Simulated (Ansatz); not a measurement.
# CH3AlO: composite energy at a relaxed geometry from a Python script

A script is to give a composite energy at a relaxed geometry; the system is CH3AlO. SMILES: [CH3][Al]=[O].

All numbers are computed with Ansatz 0.2.0, driven from Python. The levels of theory stand in the script.

## 1. The system

Bond lengths: C1–Al2 1.997 Å, Al2–O3 1.567 Å, C1–H4 1.096 Å, C1–H5 1.096 Å, C1–H6 1.095 Å. Angles: C1–Al2–O3 179.9°, Al2–C1–H4 111.2°, Al2–C1–H5 111.4°, Al2–C1–H6 111.2°, H4–C1–H5 107.6°, H4–C1–H6 107.6°, H5–C1–H6 107.6°.

The script holds or builds the structure itself.

## 2. The code

composite.py

```python
# -*- coding: utf-8 -*-
'''Relax CH3AlO cheaply, then refine its energy.'''

import ansatz
import numpy as np

GEOMETRY = '''
C    -0.41799    0.50419   -0.31872
Al    0.72762   -0.87886    0.55535
O     1.62646   -1.96344    1.24287
H     0.05068    1.49358   -0.27420
H    -1.39650    0.57875    0.16861
H    -0.59026    0.26579   -1.37391
'''

system = ansatz.Crystal.molecule()
for line in GEOMETRY.strip().splitlines():
    symbol, *xyz = line.split()
    system = system.atom(symbol, [float(v) for v in xyz])

calculation = (
    system.calculation()
    .basis(gaussian='def2-SVP')
    .functional('b3lyp')
)
symbols = [site.symbol for site in system.cartesian_sites]
start = np.array([site.position_ang for site in system.cartesian_sites], dtype=float)
summary = calculation.relax(force_tolerance=0.01).run(threads=1, pin='off').report
end = np.array(summary['positions_ang'])
print('final positions (A) and the move of each atom')
for symbol, xyz, old in zip(symbols, end, start):
    print(f'{symbol:2s} {xyz[0]:10.5f} {xyz[1]:10.5f} {xyz[2]:10.5f}   {np.linalg.norm(xyz - old):7.4f}')

minimum = ansatz.Crystal.molecule()
for symbol, place in zip(symbols, end):
    minimum = minimum.atom(symbol, place.tolist())
at_minimum = minimum.calculation()
# extrapolated MP2 plus the small-basis difference CCSD(T) - MP2
level = lambda method, basis: at_minimum.basis(gaussian=basis).correlation(method).run(threads=1, pin='off').report
small, large, cluster = level('mp2', 'cc-pVDZ'), level('mp2', 'cc-pVTZ'), level('ccsd_t', 'cc-pVDZ')
corr = lambda each: (each['free_energy_ev'] - each['reference_energy_ev']) / 27.211386246
mp2_limit = (27 * corr(large) - 8 * corr(small)) / 19
pieces = {'HF / cc-pVTZ': large['reference_energy_ev'] / 27.211386246, 'MP2 correlation, DZ-TZ limit': mp2_limit, 'CCSD(T) - MP2 / cc-pVDZ': corr(cluster) - corr(small)}
for name, value in pieces.items():
    print(f'{name:32s} {value:14.6f} Ha')
print(f'{"sum":32s} {sum(pieces.values()):14.6f} Ha')
print('T1 diagnostic', round(cluster['correlation']['coupled_cluster']['t1_diagnostic'], 4))
```

## 3. The calls as engine input

The engine receives this input (first run):

```yaml
crystal:
  periodic: [false, false, false]
  atoms:
    - { symbol: C, position_ang: [-0.41799, 0.50419, -0.31872] }
    - { symbol: Al, position_ang: [0.72762, -0.87886, 0.55535] }
    - { symbol: O, position_ang: [1.62646, -1.96344, 1.24287] }
    - { symbol: H, position_ang: [0.05068, 1.49358, -0.2742] }
    - { symbol: H, position_ang: [-1.3965, 0.57875, 0.16861] }
    - { symbol: H, position_ang: [-0.59026, 0.26579, -1.37391] }
basis:
  gaussian:
    orbitals: def2-SVP
hamiltonian:
  xc: b3lyp
relax:
  f_tol: 0.01
```

## 4. The run

On the command line:

```bash
python composite.py
```

The log of the run:

```text
final positions (A) and the move of each atom
C    -0.41463    0.50072   -0.31700    0.0051
Al    0.70000   -0.84541    0.53498    0.0479
O     1.62108   -1.95759    1.23931    0.0087
H     0.06769    1.48953   -0.26470    0.0199
H    -1.39358    0.56342    0.18385    0.0218
H    -0.58054    0.24934   -1.37644    0.0193
HF / cc-pVTZ                        -356.426206 Ha
MP2 correlation, DZ-TZ limit          -0.546404 Ha
CCSD(T) - MP2 / cc-pVDZ               -0.029781 Ha
sum                                 -357.002391 Ha
T1 diagnostic 0.0286
```

Wall time 18 s (1 thread of AMD EPYC 7R43 (Zen 3), shared host); peak memory 0.26 GiB.

Lines on the test bed's own set-up are left out of the output.

A comment line of the script is reworded here; the code is as run.

## 5. How the relaxation of run 0 went

The steps of the relaxation:

| step | energy from step 1 (eV) | largest force component (eV/Å) |
| --- | --- | --- |
| 1 | 0.0000 | 1.8504 |
| 2 | -0.0508 | 0.7835 |
| 3 | -0.0613 | 0.0394 |
| 4 | -0.0613 | 0.0066 |

Step 1 is the start.

Before: Bond lengths: C1–Al2 1.997 Å, Al2–O3 1.567 Å, C1–H4 1.096 Å, C1–H5 1.096 Å, C1–H6 1.095 Å. Angles: C1–Al2–O3 179.9°, Al2–C1–H4 111.2°, Al2–C1–H5 111.4°, Al2–C1–H6 111.2°, H4–C1–H5 107.6°, H4–C1–H6 107.6°, H5–C1–H6 107.6°.

After: Bond lengths: C1–Al2 1.944 Å, Al2–O3 1.607 Å, C1–H4 1.101 Å, C1–H5 1.101 Å, C1–H6 1.101 Å. Angles: C1–Al2–O3 180.0°, Al2–C1–H4 110.5°, Al2–C1–H5 110.5°, Al2–C1–H6 110.5°, H4–C1–H5 108.5°, H4–C1–H6 108.5°, H5–C1–H6 108.5°.

Run 0 is this relaxation; the runs after it count from 1.

## 6. The runs side by side

The 3 runs, in the order started:

```
run    basis  method  energy (eV)  iterations in all  CPU time (s)
  1  cc-pVDZ     mp2   -9708.4923                 13          0.84
  2  cc-pVTZ     mp2   -9712.6281                 13           3.3
  3  cc-pVDZ  ccsd_t   -9709.3027                 20           2.4
```

## 7. Results

```
        quantity           value
   T1 diagnostic          0.0286
composite energy  -357.002391 Ha
   runs compared               3
```

**Reading.** All 3 runs converged (13 to 20 cycles). A T1 diagnostic under about 0.02 supports a single-reference treatment; this one lies above (open shells tolerate somewhat more). Run 0: The relaxation took 3 moves; the largest shift is 0.048 Å, of atom 2 (Al). Notes:
- The sum leaves out core correlation, relativity, the Hartree-Fock basis error and zero-point energy; a DZ-TZ extrapolation is rough.
- b3lyp holds the VWN-RPA fit, as in Gaussian; the form of ORCA and Turbomole is b3lyp5.
- Inner cores stay frozen, so this is valence correlation.
- For Al to Cl the sets with a tight d function, cc-pV(X+d)Z, are usual.
- An extrapolation from small basis sets is rough.
